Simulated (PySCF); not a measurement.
**ClF: bond curves at several levels of theory**

One job finds the state of ClF, follows it along the bond with each method and fits the curves.

Computed with PySCF 2.14.0. Level: Cl def2-TZVPPD, F def2-TZVPPD, no relativity.

### Step 1. Input

A driver script around PySCF takes these settings:

```
atoms                         : Cl, F
charge                        : 0
basis                         : Cl def2-TZVPPD, F def2-TZVPPD
Hamiltonian                   : no relativity
basis functions               : 91
electrons treated             : 26
masses in u                   : 34.9689, 18.9984
levels                        : PBE0, PBE, r²SCAN, B3LYP, LDA, M06, TPSSh, r²SCANh, ωB97X-V, HF, MP2, SCS-MP2, CCSD, CCSD(T)
grid                          : 80 radial by 434 angular points
occupations                   : held fixed by the projection of orbital angular momentum
dissociation limit            : Cl + F, each in its ground configuration
starting distance in angstrom : 1.585
values of 2S to try           : 0, 2
```

On the command line:

```console
> OMP_NUM_THREADS=2 python dia.py task.json out
```

The runs that follow: The PBE0 curve of the state that the search chose; Other states along the same grid; PBE; r²SCAN; B3LYP; LDA; M06 (hybrid meta-GGA); TPSSh; r²SCANh (hybrid meta-GGA); ωB97X-V (range-separated hybrid); RHF (mean field); Adding correlation.

**Question.** What will these runs give? Wanted: for each run, Re; ωe; De; μ.

**Answer**, as computed:

Lowest PBE0 solution found, without spin–orbit coupling: ¹Σ⁺ (singlet), closed shell. The other levels ran on it alone.

| level | Re (Å) | ωe (cm⁻¹) | De (eV) | μ (D) |
| --- | --- | --- | --- | --- |
| RHF | 1.583 | 920 | 0.386 | -0.95 |
| RHF-MP2 | 1.631 | 801 | 2.76 | n/a |
| RHF-SCS-MP2 | 1.637 | 783 | 2.61 | n/a |
| RHF-CCSD | 1.627 | 807 | 2.30 | n/a |
| RHF-CCSD(T) | 1.639 | 773 | 2.50 | n/a |
| LDA | 1.623 | 807 | 4.11 | -0.76 |
| PBE | 1.651 | 762 | 3.12 | -0.79 |
| r²SCAN | 1.635 | 793 | 2.69 | -0.75 |
| TPSSh | 1.638 | 792 | 2.70 | -0.81 |
| r²SCANh | 1.625 | 814 | 2.53 | -0.76 |
| B3LYP | 1.640 | 785 | 2.62 | -0.90 |
| PBE0 | 1.619 | 828 | 2.63 | -0.80 |
| M06 | 1.617 | 818 | 2.70 | -0.88 |
| ωB97X-V | 1.621 | 839 | 2.70 | -0.85 |

De is counted to Cl + F in their ground configurations. A positive dipole means Cl(−)F(+).

Differences from CCSD(T) in the same basis:

| level | Re (mÅ) | ωe (%) |
| --- | --- | --- |
| RHF | -56 | +19.0 |
| RHF-MP2 | -8 | +3.6 |
| RHF-SCS-MP2 | -2 | +1.3 |
| RHF-CCSD | -12 | +4.4 |
| LDA | -16 | +4.4 |
| PBE | +12 | -1.4 |
| r²SCAN | -4 | +2.6 |
| TPSSh | -2 | +2.5 |
| r²SCANh | -14 | +5.4 |
| B3LYP | +1 | +1.5 |
| PBE0 | -20 | +7.1 |
| M06 | -22 | +5.8 |
| ωB97X-V | -18 | +8.5 |

In words: Judged by CCSD(T) in the same basis: best bond length B3LYP (+1 mÅ), worst RHF (-56 mÅ); best wavenumber RHF-SCS-MP2 (+1.3 %), worst RHF (+19.0 %). Hartree–Fock makes the bond too short and too stiff against this reference, as it mostly does. PBE has the long and soft bond that GGAs tend to give. Of the levels with a De here, RHF gives the least (0.386 eV) and LDA the most (4.11 eV).

Correlated steps freeze 6 core orbitals.
